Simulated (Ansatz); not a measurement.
A search over several starts for the lowest SCF solution of C3H4 at the given spin, in a small basis.

```yaml
crystal:
  periodic: [false, false, false]
  atoms:
    - {symbol: C, position_ang: [1.478787, 0.188034, 0.202434]}
    - {symbol: C, position_ang: [-0.989008, 0.421890, 0.174904]}
    - {symbol: C, position_ang: [0.192224, -0.252898, -0.129735]}
    - {symbol: H, position_ang: [-1.964285, 0.033930, -0.108640]}
    - {symbol: H, position_ang: [2.214246, -0.555206, -0.171605]}
    - {symbol: H, position_ang: [0.021115, -1.202471, -0.677168]}
    - {symbol: H, position_ang: [-0.953079, 1.366720, 0.709821]}
basis:
  gaussian: {orbitals: def2-SVP}
hamiltonian: {xc: pbe0, dispersion: d4}
output: {orbitals: {seedname: orbitals}}
```

```sh
$ ansatz run in.yaml --threads 4 --pin off --events-out ev --progress --plain --max-ram 3916MiB
```

Shortened log:

```
Functional definition: PBE0
706 factors; their error is unknown
mean field evaluation 1: about -3161.9700 eV, gradient 3.2e1 eV
mean field evaluation 2: about -3161.2071 eV, gradient 3.6e1 eV
mean field evaluation 4: about -3164.9665 eV, gradient 1.7e0 eV
mean field evaluation 8: about -3164.9717 eV, gradient 2.6e-2 eV
mean field -3164.95766057 eV, -116.3100487405 hartree, gradient 6.0e-5 eV, S^2 0.000000; 0 other end points of the search recorded, 0 dependent functions left out
reference -3164.95767956 eV, -116.3100494386 hartree; 11, 11 occupied and 51, 51 virtual orbitals, 706 factors
Total energy: -3165.02909219 eV, -116.3126738042 hartree
```

Hardware: 4 threads of Arm Neoverse V2 on a shared host. Wall time 0.35 s.

The restricted singlet is unstable towards broken spin symmetry in Hartree–Fock (as tested in another run); at PBE0-D4/def2-SVP this wasn't settled. At PBE0-D4/def2-TZVPD a triplet of charge 0 lies 0.44 eV below the restricted singlet at the same geometry. The structure comes from a short search, and lower isomers may exist.
